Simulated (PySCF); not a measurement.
A simulated first-order isotropic EPR spectrum at 9.654 GHz has these lines.

```
   338.18    1 ###
   339.72    3 ##########
   340.01    1 ###
   340.18    3 ##########
   341.26    3 ##########
   341.55    3 ##########
   341.72    9 ##############################
   342.01    3 ##########
   342.18    3 ##########
   342.80    1 ###
   343.09    3 ##########
   343.26    9 ##############################
   343.55    9 ##############################
   343.72    9 ##############################
   344.01    3 ##########
   344.18    1 ###
   344.64    1 ###
   344.81    3 ##########
   345.10    9 ##############################
   345.27    9 ##############################
   345.55    9 ##############################
   345.72    3 ##########
   346.01    1 ###
   346.64    3 ##########
   346.81    3 ##########
   347.10    9 ##############################
   347.27    3 ##########
   347.56    3 ##########
   348.64    3 ##########
   348.81    1 ###
   349.10    3 ##########
   350.64    1 ###
```
Columns: field (mT), relative intensity.

(1) Find the g value from the centre of the pattern.

(2) Take the pattern apart into splittings.

(3) The radical has the formula C5H7. Propose a structure, and say which nuclei carry the couplings.

Results:

(1) The pattern is symmetric about 344.41 mT, so g = hν/(μB·B0) = 9654/(13.99624 × 344.41) = 2.0027, a shift of +0.4 × 10⁻³ from the free-electron value.

(2) The first two lines at either end are about 1.54 mT apart, which is the smallest coupling, and their intensity ratio 1:3 counts the nuclei that share it. In full: a 1:3:3:1 quartet of 2.00 mT (56 MHz), from 3 nuclei of spin 1/2; a 1:1 doublet of 1.83 mT (51 MHz), from 1 nucleus of spin 1/2; a 1:3:3:1 quartet of 1.54 mT (43 MHz), from 3 nuclei of spin 1/2. Check: Σ 2nI·a is the distance from the first to the last line, 12.47 mT.

(3) The pattern alone needn't single out one isomer; the structure behind this simulation is `CC#C[CH]C` [radical], numbered [CH3:1][C:2]#[C:3][CH:4][CH3:5] (hydrogens: H6, H7, H8 on C1; H9 on C4; H10, H11, H12 on C5). 2.00 mT: 1H at H10/H11/H12 (2 bonds from C4; computed sign +); 1.83 mT: 1H at H9 (1 bond from C4; computed sign −); 1.54 mT: 1H at H6/H7/H8 (2 bonds from C2; computed sign +). The Mulliken spin populations are largest on C4 (+0.76), C2 (+0.52), C3 (-0.25) and C5 (-0.06). The angles at C4 add up to 360.0°, so it is planar; its axial dipolar tensor and the negative coupling of its proton fit spin in a p orbital normal to that plane. Main spin sites, with 60 % or more of the largest population: C2, C4; positions count bonds from the nearest.

Theory: UKS B3LYP, pcH-1 on C H, non-relativistic, mean-field spin-orbit, GIAO in PySCF 2.14.0. Geometry: GFN2-xTB; no solvent, vibrations or thermal averaging. Couplings are sensitive to structure, and on GFN2-xTB geometries they can be far from those on DFT ones. No stability test was run, so a lower SCF solution isn't excluded.

Nuclei that the bonding pattern makes equivalent are averaged, as if the motion that swaps them (rotation, inversion, ring flip) were fast. The three 1H nuclei of mean +56.1 MHz run from 2.2 to 83.1 MHz in the frozen geometry. The three 1H nuclei of mean +43.3 MHz run from 11.3 to 75.5 MHz in the frozen geometry.

Rare isotopes and splittings under 0.04 mT were left out of the simulation.

Time: 20 s (with the writing of density and orbital grids); peak memory 0.66 GiB. Hardware: Arm Neoverse V2, one thread, shared host.
